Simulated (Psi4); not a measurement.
Psi4 input (wB97X-D/6-311+G**):

```
memory 1500 MB

molecule {
-1 1
C     1.16910222   -0.36617596    0.02828903
C    -0.10408161    0.53431809    0.00128847
N    -1.34669152   -0.13737348    0.07933010
H     2.11280067    0.21329900    0.02223681
H     1.14463869   -1.00560646    0.91783451
H     1.17011329   -1.02478128   -0.84891733
H     0.06656603    1.21425004   -0.89406259
H    -0.00646576    1.21717278    0.86877351
H    -1.45093600   -0.66157262   -0.79864059
symmetry c1
no_reorient
no_com
}

set {
  basis 6-311+G**
  reference rks
  scf_type pk
  dft_radial_points 99
  dft_spherical_points 590
  e_convergence 1e-8
  d_convergence 1e-7
  maxiter 150
}

e = energy('wb97x-d')
print_out(f'\nFINAL {e:.10f} DIPOLE {variable("CURRENT DIPOLE")[0]:.6f} {variable("CURRENT DIPOLE")[1]:.6f} {variable("CURRENT DIPOLE")[2]:.6f}\n')
```

From the last part of the output:

```
    One-Electron Energy =                -335.0688148180823305
    Two-Electron Energy =                 139.0424129314043569
    DFT Exchange-Correlation Energy =     -13.6852419774906640
    Empirical Dispersion Energy =          -0.0026602100045604
    VV10 Nonlocal Energy =                  0.0000000000000000
    Total Energy =                       -134.5172591022374888

Computation Completed

Properties will be evaluated at   0.000000,   0.000000,   0.000000 [a0]

Properties computed using the SCF density matrix

 Multipole Moments:

 ------------------------------------------------------------------------------------
     Multipole            Electronic (a.u.)      Nuclear  (a.u.)        Total (a.u.)
 ------------------------------------------------------------------------------------

 L = 1.  Multiply by 2.5417464519 to convert [e a0] to [Debye]
 Dipole X            :          1.8484816           -0.0000001            1.8484815
 Dipole Y            :          0.1039019           -0.0000002            0.1039017
 Dipole Z            :         -0.4740874            0.0000000           -0.4740874
 Magnitude           :                                                    1.9111353

 ------------------------------------------------------------------------------------

FINAL -134.5172591022 DIPOLE 1.848481 0.103902 -0.474087

*** Psi4 exiting successfully. Buy a developer a beer!
```

The dipole moment of an ion depends on the origin.
